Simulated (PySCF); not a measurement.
C4H9OP.
Structure used (GFN2-xTB), in Å, numbered top down from 1:
```xyz
15
C4H9OP angstrom
C     -2.6144    0.2067    0.5231
C     -1.8355   -0.5178   -0.2624
P     -0.9584    0.1096   -1.7233
C      0.7682   -0.2715   -1.1394
O      0.9379    0.3542    0.1030
C      2.2127    0.1577    0.6575
H     -2.7470    1.2655    0.3691
H     -3.1496   -0.2264    1.3532
H     -1.7296   -1.5861   -0.1077
H     -0.9098    1.4377   -1.3001
H      1.4928    0.1022   -1.8806
H      0.8992   -1.3639   -1.0660
H      2.9936    0.5816    0.0135
H      2.2158    0.6676    1.6187
H      2.4197   -0.9091    0.8082
```

Computed, not measured: PySCF 2.14.0, density-fitted response routines, TDDFT B3LYP/def2-SVPD, vertical, gas phase, core orbitals frozen in the response.

Computed states:

| state | E (eV) | f |
| --- | --- | --- |
| S1 | 5.59 | 0.186 |
| S2 | 6.09 | 0.020 |
| S3 | 6.30 | 0.0083 |
| S4 | 6.38 | 0.0030 |
| S5 | 6.61 | 0.018 |
| S6 | 6.88 | 0.016 |
| S7 | 6.91 | 0.020 |
| S8 | 6.98 | 0.044 |

Broadening: Gaussians 0.4 eV wide at half height, area fixed by f = 4.319×10⁻⁹ ∫ε dν̃. The width is an assumption, not a result. The curve ends short of the highest state used, and states not computed would add to its high-energy end.

Problem. What does the envelope look like, and where are its maxima?

Solution. 
E (eV), ε (L mol⁻¹ cm⁻¹) and a bar:
```
     4.99         22 
     5.05         73 
     5.11        214 
     5.17        551 #
     5.23       1251 ###
     5.29       2509 ######
     5.35       4443 ###########
     5.41       6943 #################
     5.48       9986 ########################
     5.54      11914 ############################
     5.60      12556 ##############################
     5.66      11705 ############################
     5.72       9687 #######################
     5.78       7188 #################
     5.84       4909 ############
     5.90       3273 ########
     5.96       2351 ######
     6.02       1963 #####
     6.08       1852 ####
     6.14       1814 ####
     6.20       1752 ####
     6.26       1659 ####
     6.32       1571 ####
     6.38       1533 ####
```

Maxima: 222 nm (5.60 eV), ε about 13000, made up of S1 (100%) (ε in L mol⁻¹ cm⁻¹; maxima over ε = 5, shares over 10%).

Problem. On this curve, what absorbance would a 10⁻³ mol/L sample give at 222 nm over a 1 cm path?

Solution. 222 nm is 5.585 eV, where ε is about 13000 L mol⁻¹ cm⁻¹, so A = ε c l ≈ 13 (Beer–Lambert, with the gas-phase spectrum and the assumed width).

Problem. Coming from long wavelengths, where does ε first pass 100 L mol⁻¹ cm⁻¹?

Solution. At about 245 nm (5.07 eV), 0.53 eV below S1.

Problem. What would ε be at 5.60 eV, the highest of these maxima, with half the width (0.2 eV)?

Solution. About 25000 L mol⁻¹ cm⁻¹ against 12600, a factor of about 1.99; a lone state at its own centre would give exactly 2.

One conformer stands for the species.
